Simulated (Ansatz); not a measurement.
A nudged elastic band was laid between two geometries of CH2O + H3Si (8 atoms, charge 0, multiplicity 2).

Computed with Ansatz 0.2.0, UKS PBE/cc-pVDZ.

```json
{
 "movable images": "7",
 "climbing image": "yes",
 "spring": "5.0 eV/Å²",
 "optimiser": "quadratic models (default)",
 "start path": "through a guess of the saddle point",
 "force threshold": "0.05 eV/Å",
 "iteration limit": "60",
 "end points": "relaxed"
}
```

First end point:

```xyz
8
Properties=species:S:1:pos:R:3
H 0.279 -0.491 -0.501
C 0.692 -1.064 -1.389
O 1.821 -0.910 -1.803
Si -0.807 1.274 1.637
H -0.036 -1.790 -1.859
H 0.645 0.988 1.931
H -0.967 1.987 0.315
H -1.628 0.007 1.669
```

Last end point:

```xyz
8
Properties=species:S:1:pos:R:3
H -0.035 -0.145 0.401
C 1.063 -1.457 -1.817
O 2.077 -1.343 -2.430
Si -0.637 0.899 1.310
H 0.050 -1.701 -2.303
H 0.406 1.381 2.285
H -1.127 2.061 0.484
H -1.796 0.304 2.069
```

Problem. What changes between the two ends?

Solution. Bonds broken: H1–C2. Bonds formed: H1–Si4. CH2O + H3Si becomes CHO + H4Si.

Problem. What energy profile does the band end with?

Solution. It converged. The highest image is number 4 of 0 to 8, 18.3 kJ/mol above the first end and 19.5 kJ/mol above the last; the last end lies 1.2 kJ/mol below the first. A structure lower than the first end lies on the path between it and the top, so the climb from that side starts below the end, which may itself be a saddle point or a shallow side well. A vibrational analysis at the climbing image gives one clearly imaginary mode, 811i cm⁻¹: a first-order saddle point.

```
image  path coordinate (Å)  energy (kJ/mol)  H1–C2 (Å)  H1–Si4 (Å)
    0                 0.00              0.0       1.13        2.98
    1                 0.89              0.3       1.13        3.15
    2                 1.77             -1.4       1.14        2.74
    3                 2.65             -0.7       1.15        2.46
    4                 3.53             18.3       1.43        1.73
    5                 4.02              4.6       1.99        1.53
    6                 4.50             -0.1       2.39        1.51
    7                 4.98             -1.1       2.66        1.51
    8                 5.47             -1.2       2.80        1.51
```

Problem. What is the geometry of the highest image?

Solution. 
```xyz
8
Properties=species:S:1:pos:R:3
H 0.247 -0.461 -0.056
C 0.710 -1.091 -1.255
O 1.724 -0.739 -1.792
Si -0.476 0.703 0.993
H -0.194 -1.512 -1.808
H 0.576 1.109 1.997
H -0.934 1.914 0.216
H -1.653 0.078 1.704
```

Time of the run: 4.3 min on 2 threads of Intel(R) Xeon(R) Platinum 8488C (Sapphire Rapids) (shared host), peak memory 0.16 GiB.
